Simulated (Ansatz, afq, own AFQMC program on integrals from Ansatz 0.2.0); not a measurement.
# Where AFQMC and coupled cluster stand for C2H4, singlet

```xyz
6

C     0.0000    0.0000    0.7225
C     0.0000    0.0000   -0.7225
H     0.0000    0.9232    1.2920
H     0.0000   -0.9232    1.2920
H     0.0000    0.9232   -1.2920
H     0.0000   -0.9232   -1.2920
```

Connectivity, by distances: CH2–CH2.

Basis 6-31G. Only valence electrons are correlated. Ansatz 0.2.0 and our own AFQMC program on the same integrals; the CISD trial comes from CCSD amplitudes, and released means the phaseless constraint is let go. Free AFQMC starts from the CCSD state and is never constrained. Its projection time is finite, and what remains of the start isn't in its error. Uncertainties: one standard error, sampling alone.

Determinant: UHF, the one that the program's search chose, which needn't be the lowest solution. The geometry is a point of a scan.

No full CI on the walks' own integrals is used here; CCSDT(Q) serves as the reference and is uncertain by about the last step of the cluster series.

Cautions: higher spins were not checked; an unrestricted solution with more broken spin lies lower (173 meV, ⟨S²⟩ 0.40), while this determinant keeps restricted orbitals.

* T1 diagnostic: 0.0112
* weight of the determinant in the CISD state: 0.882
* ⟨S²⟩ of the determinant: 0.000
* size of the correlated space: 12 electrons in 24 orbitals

```tsv
level	correlation energy (eV)
MP2	-5.1226
CCSD	-5.8845
CCSD(T)	-6.0550
```

**Question.** Estimate where phaseless AFQMC with a CISD trial lies against CCSD(T) on the same integrals.

**Answer.** 0.26 ± 0.29 kcal/mol below CCSD(T). The gap is under twice the noise, so this walk alone can't tell the two apart.

Reference: CCSDT(Q), correlation energy -6.077 eV. The released energy is read at 2.40 1/Eh (meV from the phaseless value at times in 1/Eh: -12 ± 12 at 0.24, -11 ± 8 at 0.51, -7 ± 7 at 0.99, -17 ± 8 at 1.62, -10 ± 8 at 2.40).

```tsv
level	E − E(reference) (kcal/mol)	share of correlation (%)
CCSD(T)	0.50	99.64
CCSDT	0.32	99.77
ph-AFQMC/HF	-1.27 ± 1.31	100.90
ph-AFQMC/CISD	0.25 ± 0.29	99.82
released AFQMC	0.01 ± 0.19	99.99
free AFQMC	0.15 ± 0.25	99.89
```

Free projections are given only where their last times agree within the noise and don't stop above the reference; a slow remainder of the start can still hide under it. A walk keeps the symmetry of its determinant, which the program's search chose and which needn't be the lowest solution, so a lower state of the same spin and another symmetry isn't excluded. Released energies are given only where the last usable release times agree within the noise; a slower fall can still hide under it.
